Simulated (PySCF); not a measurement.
Molecule: ClH2Si(SH) (Cl[SiH2]S, ClH3SSi).

Mapped SMILES: `[SH:1][SiH2:2][Cl:3]`. Hydrogens are named by the atom that carries them.

Geometry PBE0-D3(BJ)/def2-SVP throughout; GIAO in PySCF 2.14.0 with density-fitted response routines, gas phase, one conformer, non-relativistic; equivalent atoms averaged; basis pcSseg-2.

**Question.** How do the absolute shieldings σ depend on the functional? (ppm; last column core-seconds on shared hosts with different chips, so compare them loosely)

**Answer.** 
| functional | kind | S1 | Si2 | Cl3 | H(Si2) | H(S1) | core-s |
| --- | --- | --- | --- | --- | --- | --- | --- |
| HF | Hartree–Fock | 700.7 | 396.4 | 954.0 | 26.64 | 30.56 | 4.9 |
| LDA | LDA | 626.7 | 304.6 | 847.3 | 24.62 | 29.39 | 9.2 |
| PBE | GGA | 638.0 | 329.2 | 863.8 | 25.29 | 30.09 | 11 |
| BLYP | GGA | 612.5 | 316.8 | 852.4 | 25.60 | 30.46 | 11 |
| BP86 | GGA | 634.5 | 327.5 | 864.4 | 25.36 | 30.18 | 12 |
| OPBE | GGA | 674.0 | 361.3 | 892.0 | 25.42 | 30.04 | 11 |
| KT2 | GGA | 655.4 | 357.5 | 874.2 | 25.35 | 30.05 | 11 |
| KT3 | GGA | 658.8 | 366.2 | 884.2 | 25.74 | 30.36 | 11 |
| B97-D | GGA | 637.1 | 343.7 | 874.5 | 25.71 | 30.41 | 11 |
| B3LYP | global hybrid | 635.0 | 331.5 | 878.8 | 25.80 | 30.40 | 8.4 |
| PBE0 | global hybrid | 663.9 | 347.2 | 895.8 | 25.61 | 30.09 | 8.5 |
| mPW1PW91 | global hybrid | 660.8 | 345.8 | 895.9 | 25.69 | 30.18 | 8.1 |
| WP04 | global hybrid | 615.6 | 333.0 | 888.3 | 26.62 | 30.96 | 14 |
| B97-2 | global hybrid | 663.2 | 354.4 | 899.2 | 25.82 | 30.27 | 14 |
| BHandHLYP | global hybrid | 661.4 | 354.1 | 910.3 | 26.11 | 30.39 | 14 |
| CAM-B3LYP | range-separated hybrid | 648.5 | 335.5 | 893.9 | 25.85 | 30.29 | 11 |
| wB97X-D | range-separated hybrid | 664.3 | 347.3 | 901.7 | 25.85 | 30.28 | 20 |
| LC-wPBE | range-separated hybrid | 684.1 | 352.1 | 923.7 | 25.93 | 30.19 | 23 |

**Question.** Which nucleus moves most, in ppm?

**Answer.** Cl3 (chlorine bonded to Si): from 847.3 ppm with LDA to 954.0 ppm with HF. The smallest spread is 1.57 ppm, at H(S1).
